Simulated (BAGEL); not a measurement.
**AlH2SF (SMILES [F][AlH][SH]): RI-MP2/def2-SVPD (density fitting with qzvpp-jkfit)**

What is the energy change on altering one bond length of AlH2SF at RI-MP2/def2-SVPD (density fitting with qzvpp-jkfit)? 

The calculation is run with BAGEL 1.2.2.

5 further runs of the same task are left out: 4 that didn't finish, 1 set aside as unsound or not needed. Runs told in other sessions of the task aren't counted.

**1. The molecule**

AlH2SF has 5 atoms, charge 0, and is taken as a singlet. SMILES: `[F][AlH][SH]`. Geometry: relaxed at PBE0-D4/def2-TZVP. This is one conformer, not always the lowest.

Bond lengths: F1–Al2 1.645 Å, Al2–S3 2.169 Å, Al2–H4 1.569 Å, S3–H5 1.345 Å. Angles: F1–Al2–S3 116.3°, F1–Al2–H4 119.8°, S3–Al2–H4 123.9°, Al2–S3–H5 91.6°.

**2. The energy at RI-MP2/def2-SVPD (density fitting with qzvpp-jkfit)**

The input, job.json:

```json
{ "bagel": [

{
  "title": "molecule",
  "basis": "def2-svpd.json",
  "df_basis": "qzvpp-jkfit",
  "angstrom": true,
  "geometry": [
    { "atom": "F", "xyz": [      -1.203500,      -1.535800,       0.877500 ] },
    { "atom": "Al", "xyz": [      -0.513900,      -0.309100,       0.024800 ] },
    { "atom": "S", "xyz": [       1.536100,       0.182600,       0.533500 ] },
    { "atom": "H", "xyz": [      -1.341100,       0.430400,      -1.085200 ] },
    { "atom": "H", "xyz": [       1.572300,       1.158200,      -0.392100 ] }
  ]
},

{ "title": "hf" },

{ "title": "mp2", "ncore": 11 }

]}
```

The basis set def2-SVPD is read from a file made from the Basis Set Exchange's data (not shown).

Run with:

```
$ BAGEL_NUM_THREADS=1 BAGEL job.json > job.out
```

What it wrote:

```text
* using 1 threads per process

  ===============================================================
  ===============================================================

  *** Geometry ***

  { "atom" : "F", "xyz" : [     -2.274285,     -2.902241,      1.658235 ] },
  { "atom" : "Al", "xyz" : [     -0.971130,     -0.584114,      0.046865 ] },
  { "atom" : "S", "xyz" : [      2.902808,      0.345064,      1.008169 ] },
  { "atom" : "H", "xyz" : [     -2.534312,      0.813338,     -2.050731 ] },
  { "atom" : "H", "xyz" : [      2.971216,      2.188681,     -0.740962 ] },

  Number of auxiliary basis functions:      369

  Since a DF basis is specified, we compute 2- and 3-index integrals:
    o Being stored without compression. Storage requirement is 0.024 GB

  Number of basis functions:       90
  Number of electrons      :       40

    * METHOD: MOLECULE                             0.12

  *** RHF ***

  === Nuclear Repulsion ===
   130.7631620136

      * DIIS with orbital gradients will be used.

  === RHF iteration (def2-svpd.json) ===
      0       -739.65804218          0.02156673           0.04
      1       -739.79331782          0.01693692           0.04
      2       -739.90201809          0.00156132           0.04
      3       -739.90365480          0.00039630           0.04
      4       -739.90377597          0.00011607           0.04
      5       -739.90378673          0.00002488           0.04
      6       -739.90378727          0.00000510           0.04
      7       -739.90378729          0.00000129           0.04
      8       -739.90378729          0.00000048           0.04
      9       -739.90378729          0.00000016           0.04
     10       -739.90378729          0.00000005           0.04
     11       -739.90378729          0.00000002           0.04
     12       -739.90378729          0.00000001           0.04
    * SCF iteration converged.

    * Permanent dipole moment:
           (   -0.003711,    -0.599153,     0.576598) a.u.

    * METHOD: HF                                   0.59

  *** RHF ***

  === Nuclear Repulsion ===
   130.7631620136

      * DIIS with orbital gradients will be used.

  === RHF iteration (def2-svpd.json) ===
      0       -739.90378729          0.00000000           0.04
    * SCF iteration converged.

    * Permanent dipole moment:
           (   -0.003711,    -0.599153,     0.576599) a.u.

  === DF-MP2 calculation ===

    * freezing 11 orbitals
    * 3-index integral transformation done
    * assembly done

      MP2 correlation energy:   -0.4039245282      0.02

      MP2 total energy:       -740.3077118150

    * METHOD: MP2                                  0.10

  ===============================================================
```

It took 0.95 s on 1 thread of Arm Neoverse V2, shared host; peak memory 0.097 GiB.

**3. The distorted shape**

The input, calc.json:

```json
{ "bagel" : [

{
  "title" : "molecule",
  "basis" : "def2-svpd.json",
  "df_basis" : "qzvpp-jkfit",
  "angstrom" : "true",
  "geometry" : [
    { "atom" : "F", "xyz" : [      -0.955342,      -1.757648,       1.210497 ] },
    { "atom" : "Al", "xyz" : [      -0.265742,      -0.530948,       0.357797 ] },
    { "atom" : "S", "xyz" : [       1.784258,      -0.039248,       0.866497 ] },
    { "atom" : "H", "xyz" : [      -1.341100,       0.430400,      -1.085200 ] },
    { "atom" : "H", "xyz" : [       1.820458,       0.936352,      -0.059103 ] }
  ]
},

{ "title" : "hf" },

{ "title" : "mp2", "ncore" : 11 }

]}
```

The basis set def2-SVPD is read from a file made from the Basis Set Exchange's data (not shown).

Run with:

```
$ BAGEL_NUM_THREADS=1 BAGEL calc.json > calc.out
```

What it wrote:

```text
* using 1 threads per process

  ===============================================================
  ===============================================================

  *** Geometry ***

  { "atom" : "F", "xyz" : [     -1.805335,     -3.321473,      2.287508 ] },
  { "atom" : "Al", "xyz" : [     -0.502180,     -1.003346,      0.676138 ] },
  { "atom" : "S", "xyz" : [      3.371759,     -0.074168,      1.637442 ] },
  { "atom" : "H", "xyz" : [     -2.534312,      0.813338,     -2.050731 ] },
  { "atom" : "H", "xyz" : [      3.440167,      1.769449,     -0.111688 ] },

  Number of auxiliary basis functions:      369

  Since a DF basis is specified, we compute 2- and 3-index integrals:
    o Being stored without compression. Storage requirement is 0.024 GB

  Number of basis functions:       90
  Number of electrons      :       40

    * METHOD: MOLECULE                             0.11

  *** RHF ***

  === Nuclear Repulsion ===
   129.2377650525

      * DIIS with orbital gradients will be used.

  === RHF iteration (def2-svpd.json) ===
      0       -739.61993636          0.02130549           0.04
      1       -739.75228318          0.01706117           0.04
      2       -739.86420138          0.00156083           0.04
      3       -739.86605696          0.00040486           0.04
      4       -739.86619010          0.00011773           0.04
      5       -739.86620171          0.00002602           0.04
      6       -739.86620234          0.00000617           0.04
      7       -739.86620238          0.00000175           0.04
      8       -739.86620238          0.00000072           0.04
      9       -739.86620238          0.00000024           0.04
     10       -739.86620238          0.00000008           0.04
     11       -739.86620238          0.00000003           0.04
     12       -739.86620238          0.00000001           0.04
     13       -739.86620238          0.00000000           0.04
    * SCF iteration converged.

    * Permanent dipole moment:
           (   -0.235811,    -0.478411,     0.348828) a.u.

    * METHOD: HF                                   0.64

  *** RHF ***

  === Nuclear Repulsion ===
   129.2377650525

      * DIIS with orbital gradients will be used.

  === RHF iteration (def2-svpd.json) ===
      0       -739.86620238          0.00000000           0.04
    * SCF iteration converged.

    * Permanent dipole moment:
           (   -0.235811,    -0.478411,     0.348828) a.u.

  === DF-MP2 calculation ===

    * freezing 11 orbitals
    * 3-index integral transformation done
    * assembly done

      MP2 correlation energy:   -0.4059736305      0.02

      MP2 total energy:       -740.2721760090

    * METHOD: MP2                                  0.10

  ===============================================================
```

Run time: 0.99 s. Hardware: 1 thread of Arm Neoverse V2, shared host; peak memory 0.097 GiB.

**4. What came out**

Level: RI-MP2/def2-SVPD (density fitting with qzvpp-jkfit), 11 core orbitals frozen.

| quantity | value |
| --- | --- |
| first shape: total energy | -740.30771 Eh |
| first shape: correlation energy (11 core orbitals frozen) | -403.9 mEh |
| distorted shape: total energy | -740.27218 Eh |
| distorted shape: correlation energy (11 core orbitals frozen) | -406.0 mEh |
| energy change with the Al2–H4 bond stretched from 1.569 to 2.040 Å | 0.967 eV |

**Reading.** With the Al2–H4 bond stretched from 1.569 to 2.040 Å the energy rises by 0.97 eV (22.3 kcal/mol). The first shape isn't relaxed at this level, so the change isn't measured from a minimum.
